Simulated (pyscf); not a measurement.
PySCF, gas phase, ωB97X-D3(BJ)/def2-SVP geometries.

Question: For the elementary gas-phase step H₂N–NH₂ + disilane (H₃Si–SiH₃) → H₂N–NH–SiH₃ + silane (SiH₄) (singlet surface; H–N, Si–Si broken, N–Si, H–Si formed), what barrier and reaction energy does ωB97M-D3(BJ)/def2-TZVP give, measured from the separated reactants?

Answer: ΔE‡ = 1.49 eV, ΔE = -0.46 eV. Zero-point energy shifts the barrier by 0.00 eV. It is a four-centre exchange, with an imaginary mode of 352i cm⁻¹. H₂N–NH–SiH₃ lies 2.49 eV over its isomer H₂N–SiH₂–NH₂, and others may lie lower still (electronic energy, ωB97M-D3(BJ)). This is the saddle that the search found; another between the same sides may lie lower.
